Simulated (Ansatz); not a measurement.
BClH$_{2}$N (`N[B]Cl`) radical, relaxed with UKS PBE0-D4/def2-TZVP in the Gaussian-basis code of Ansatz from a PBE-D4/def2-SVP geometry. The force threshold is 0.005 eV/Å; the program also tests the step.

Charge 0, multiplicity 2.

Start:

```xyz
5

N     0.305   -0.503   -0.141
B    -0.652    0.178    0.601
Cl   -1.026    1.888    0.408
H     0.492   -1.496    0.002
H     0.881   -0.067   -0.870
```

```
step  energy (eV)  largest force (eV/Å)  largest move (Å)
   1  -14716.3573                 0.567             0.000
   2  -14716.3731                 0.146             0.014
   3  -14716.3748                 0.055             0.007
   4  -14716.3748                 0.066             0.003
   5  -14716.3748                 0.002             0.002
```

End:

```xyz
5

N     0.303   -0.501   -0.139
B    -0.645    0.175    0.594
Cl   -1.014    1.871    0.402
H     0.490   -1.479   -0.002
H     0.867   -0.066   -0.856
```

Hardware: 2 threads of a server CPU on a shared host. Wall time 9.5 s, peak host memory 0.22 GiB.
